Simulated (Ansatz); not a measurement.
**H$_{2}$Al–MgH, singlet: how well a Morse curve fills in a stretch**

Starting geometry (PBE0/def2-TZVP stationary point for this spin, which needn't be the lowest; state A1):

```csv
atom,x (Å),y (Å),z (Å)
Al,0.0000,0.0000,1.2766
Mg,0.0000,0.0000,-1.4644
H,0.0000,1.3369,2.1594
H,0.0000,-1.3369,2.1594
H,0.0000,0.0000,-3.1801
```

Atom H5 moves along the line of the distance Mg2-H5, all else staying in place. Energies are in eV from the starting point at each level.

Basis 6-31G; Ansatz 0.2.0. Correlated methods freeze the noble-gas cores. Prefix R: restricted or restricted open-shell reference; prefix U: unrestricted. The metal's outer-core shells are frozen, which leaves out core–valence correlation.

Full CI is exact within this basis and frozen core; it isn't the basis-set limit. The frozen core follows each run's orbitals, which can shift R against U totals by a few meV.

| distance Mg2-H5 (Å) | full CI | UCCSD(T) | PBE0 |
| --- | --- | --- | --- |
| 1.382 | 0.915 | 0.913 | 0.841 |
| 1.515 | 0.320 | 0.319 | 0.277 |
| 1.716 | 0.000 | 0.000 | 0.000 |
| 1.868 | 0.025 | 0.026 | 0.058 |
| 2.141 | 0.344 | 0.348 | 0.443 |
| 2.365 | 0.707 | 0.714 | 0.870 |
| 2.813 | ? | ? | ? |
| 3.155 | 1.830 | 1.881 | 2.249 |
| 3.829 | 2.280 | 2.349 | 2.675 |
| 4.714 | 2.436 | 2.453 | 2.786 |
| 5.693 | 2.463 | 2.464 | 2.802 |

A Morse curve E(r) = E0 + De (1 − exp(−a (r − re)))² is laid through the three points about the minimum (1.515, 1.716, 1.868 Å), with E0 + De set to the last point:

```tsv
level	re (Å)	a (1/Å)	E0 (eV)	De (eV)	k = 2 De a² (eV/Å²)
full CI	1.766	1.242	-0.010	2.473	7.6
UCCSD(T)	1.765	1.244	-0.010	2.474	7.7
PBE0	1.739	1.226	-0.002	2.804	8.4
```

Problem. Use the full-CI fit to predict the withheld energy at 2.813 Å.

Solution. exp(−1.242 × (2.813 − 1.766)) = 0.2724; E = -0.010 + 2.473 × (1 − 0.2724)² = 1.299 eV. Full CI in 6-31G gives 1.414 eV, so the Morse form is 0.115 eV too low there (4.6 % of De). At the other points past the fit it misses by up to 0.18 eV (at 3.829 Å). UCCSD(T) gives 1.442 eV. PBE0 gives 1.748 eV.

Unrestricted rows (U, and Kohn–Sham where it breaks symmetry) aren't spin-pure: their determinants' ⟨S²⟩ exceeds S(S+1) by up to 1.01, so they mix in states of higher spin.

Kohn–Sham is unrestricted where that lies lower.

De here is the energy of pulling rigid fragments apart in this basis, without relaxation or zero-point terms. The set has no polarisation functions, so bonds come out too long and too weak, most of all with atoms from Na to Ar.

In so small a basis the reference is far from its limit while semilocal and hybrid functionals are nearer theirs, so the functionals' errors here hold much of the reference's basis and frozen-core error, which can add to them or hide them.
